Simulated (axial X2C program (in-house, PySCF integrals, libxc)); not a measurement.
## Low determinants of HCl⁻ at the PBE0 level, spin-free

Computed with an in-house relativistic program for diatomic molecules. Spin-free means the one-electron spin-free X2C Hamiltonian. Basis: Cl dyall-av3z [9s8p3d2f], H dyall-av3z [7s3p2d] (cores contracted in-house); Gaussian nuclei, density fitting, unrestricted open shells. Masses: Cl 34.969 u, H 1.008 u.

Search at 1.310 Å (vertical energies from the lowest determinant):

| ΔE (eV) | state | electrons beyond evenly filled partner blocks | electrons in σ, π, δ, φ |
| --- | --- | --- | --- |
| 0.00 | M_S = 1/2, Λ = 0 | σα | 11 8 0 0 |
| 1.95 | M_S = 1/2, Λ = 1 | π+α | 10 9 0 0 |
| 6.93 | M_S = 1/2, Λ = 1 | π+α, π+β, π-α | 12 7 0 0 |

Lowest determinant, M_S = 1/2, Λ = 0 (beyond evenly filled blocks: σα): Re = 1.313 Å, ωe = 2376.2 cm⁻¹.

The determinant in row 2 of the search, M_S = 1/2, Λ = 1 (beyond evenly filled blocks: π+α), was followed along the bond at PBE0; measured from the minimum of the lowest determinant it gives:

Te = 1.938 eV (15634 cm⁻¹), Re = 1.277 Å, ωe = 3008.9 cm⁻¹.

**Question.** Compare the bond of the determinant in row 2 with that of the lowest one.

**Answer.** At PBE0 its Re is 0.036 Å shorter and its force constant, which goes as ωe², is 1.60 times that of the lowest determinant. T0 ≈ Te + Δωe/2 = 15634 + (316) = 15950 cm⁻¹.

The search compares states at one distance, so a state with another bond length can lie lower; it is not exhaustive and yields mostly the lowest determinant of each block pattern, so other components and higher states of one pattern are missing. A followed state lies above the atoms to which the lowest one dissociates. These are energies of single determinants, not of spin-adapted states; PBE0 term energies can be off by some tenths of an eV, and the functional has no current term. For an anion, determinants above electron detachment are held by the basis set. Row 1 has a positive highest level at its minimum. Row 2 has a positive highest level at its minimum.
